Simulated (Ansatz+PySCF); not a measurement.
Values are calculated unless marked as measured or tabulated.
This PySCF input gave a total energy of -153.91369 hartree.

```python
from pyscf import gto, scf

mol = gto.M(atom="""
C 0.000000 -0.447730 -0.381840
C 0.000000 -0.469310 1.249230
O 0.000000 0.997040 -0.843390
H -0.960310 -1.038530 -0.788400
H 0.960310 -1.038530 -0.788400
H 0.000000 -1.584120 1.660400
H 0.960790 0.089110 1.670490
H -0.960790 0.089110 1.670490
H 0.000000 1.008830 -1.881770
""", basis='def2-svp', charge=0, spin=0)
mf = scf.UHF(mol)
mf.init_guess = 'huckel'
mf.kernel()
while True:  # follow internal instabilities
    mo, _, stable, _ = mf.stability(return_status=True)
    if stable: break
    mf.kernel(mf.make_rdm1(mo, mf.mo_occ))
print(mf.converged, mf.e_tot, mf.spin_square()[0])
```

(1) Write an input for Ansatz with the same method and basis set.

Answers

(1)

```yaml
crystal:
  periodic: [false, false, false]
  atoms:
    - { symbol: C, position_ang: [0.0, -0.44773, -0.38184] }
    - { symbol: C, position_ang: [0.0, -0.46931, 1.24923] }
    - { symbol: O, position_ang: [0.0, 0.99704, -0.84339] }
    - { symbol: H, position_ang: [-0.96031, -1.03853, -0.7884] }
    - { symbol: H, position_ang: [0.96031, -1.03853, -0.7884] }
    - { symbol: H, position_ang: [0.0, -1.58412, 1.6604] }
    - { symbol: H, position_ang: [0.96079, 0.08911, 1.67049] }
    - { symbol: H, position_ang: [-0.96079, 0.08911, 1.67049] }
    - { symbol: H, position_ang: [0.0, 1.00883, -1.88177] }
basis:
  gaussian: { orbitals: def2-SVP }
magnetization:
  spin_polarized: true
hamiltonian:
  xc: hf
```

Ansatz (development build ahead of 0.2.0) gave -153.91369 hartree, 0.05 meV from the first.
